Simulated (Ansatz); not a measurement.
Start from `NC(O)(O)F` and change one atom or group to get `COC(N)(O)F`.

Ansatz, PBE0-D4/def2-TZVP geometries, multiplicity 1. Each molecule was computed in one conformer, which needn't be the lowest.

```
                                          property  `NC(O)(O)F`
                HOMO energy (PBE0/def2-TZVPP) / eV        -8.28
              HOMO–LUMO gap (PBE0/def2-TZVPP) / eV         9.21
                 HOMO energy (PBE/def2-TZVPP) / eV        -6.64
    size of the dipole moment (PBE/def2-TZVPP) / D         1.02
size of the dipole moment (ωB97M-V/def2-TZVPP) / D         1.05
               HOMO–LUMO gap (PBE/def2-TZVPP) / eV         6.71
```

Q: What does the change do to each property? (Best estimate.)

A: Ansatz gave: 
| property | `COC(N)(O)F` | shift |
| --- | --- | --- |
| HOMO energy (PBE0/def2-TZVPP) / eV | -8.14 | 0.14 |
| HOMO–LUMO gap (PBE0/def2-TZVPP) / eV | 9.29 | 0.08 |
| HOMO energy (PBE/def2-TZVPP) / eV | -6.53 | 0.11 |
| size of the dipole moment (PBE/def2-TZVPP) / D | 0.92 | -0.10 |
| size of the dipole moment (ωB97M-V/def2-TZVPP) / D | 0.96 | -0.09 |
| HOMO–LUMO gap (PBE/def2-TZVPP) / eV | 6.83 | 0.12 |

With PBE0 the HOMO rises by 0.14 eV and the LUMO rises by 0.22 eV, so the gap widens by about 0.08 eV. PBE moves the HOMO by 0.11 eV and ωB97M-V by 0.15 eV. Dipoles are sizes alone; their direction can turn.
